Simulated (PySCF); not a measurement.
HCOOH, optimised at PBE/def2-SVP:

```xyz
5

O      0.8016    -0.5502    -0.0181
C     -0.4259     0.0070     0.0402
O     -0.6661     1.1856    -0.0823
H      1.4291     0.1917    -0.1764
H     -1.1849    -0.7976     0.2200
```

Energies from PySCF (xtb for GFN2), thermal terms from the rigid-rotor harmonic-oscillator model, ideal gas at 1 bar. 6-31G* has spherical d functions here. All species are closed-shell singlets. B3LYP is the form with VWN-RPA correlation.

**Question.** List the harmonic frequencies (cm⁻¹, unscaled) at this level and at the other levels, each on its own geometry.

**Answer.** 
- PBE/def2-SVP: 613, 707, 1010, 1110, 1274, 1357, 1818, 2954, 3593
- B3LYP/6-31G*: 626, 708, 1054, 1148, 1325, 1422, 1857, 3088, 3660
- GFN2-xTB: 598, 701, 967, 1124, 1206, 1350, 1810, 2864, 3411
- HF/6-31G*: 692, 715, 1192, 1275, 1440, 1552, 2038, 3321, 4024
- PBE0/def2-TZVP: 636, 693, 1063, 1150, 1317, 1404, 1854, 3063, 3766
